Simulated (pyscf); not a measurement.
One four-centre exchange on the singlet surface with elements of a group swapped. ωB97M-D3(BJ)/def2-TZVP, kcal/mol, from the separated reactants. PySCF, gas phase, ωB97X-D3(BJ)/def2-SVP geometries.

```
step                                                    barrier  reaction energy  imaginary mode (i cm⁻¹)
------------------------------------------------------  -------  ---------------  -----------------------
`[CH3][GaH2]` + `[ClH]` -> `[CH3][GaH][Cl]` + `[H][H]`        …                …                      924
`[CH3][InH2]` + `[FH]` → `[CH3][InH][F]` + `[H][H]`         2.1            -16.3                      989
`[CH3][InH2]` + `[ClH]` -> `[CH3][InH][Cl]` + `[H][H]`      2.1            -27.9                      962
`[CH3][GaH2]` + `[FH]` → `[CH3][GaH][F]` + `[H][H]`         1.9            -22.0                     1011
```

Problem. Some entries are withheld; supply them.

Solution. 
- `[CH3][GaH2]` + `[ClH]` -> `[CH3][GaH][Cl]` + `[H][H]`, barrier: 2.5
- `[CH3][GaH2]` + `[ClH]` -> `[CH3][GaH][Cl]` + `[H][H]`, reaction energy: -28.0

Row 1: On the reactant side the descent ends in a complex, 6.9 kcal/mol under the separated species and 6.9 kcal/mol under the saddle at ωB97X-D3(BJ)/def2-TZVP. Row 2: On the reactant side the descent ends in an adduct with a F–In contact, 7.3 kcal/mol under the separated species and 7.7 kcal/mol under the saddle at ωB97X-D3(BJ)/def2-TZVP. Row 3: On the reactant side the descent ends in an adduct with a Cl–In contact, 7.2 kcal/mol under the separated species and 5.8 kcal/mol under the saddle at ωB97X-D3(BJ)/def2-TZVP. Row 4: On the reactant side the descent ends in an adduct with a F–Ga contact, 7.1 kcal/mol under the separated species and 8.0 kcal/mol under the saddle at ωB97X-D3(BJ)/def2-TZVP. Each row is the saddle that its search found. Elements up to Kr have no core potential and no relativistic terms here. Elements past Kr carry the def2 core potentials, without spin-orbit coupling.
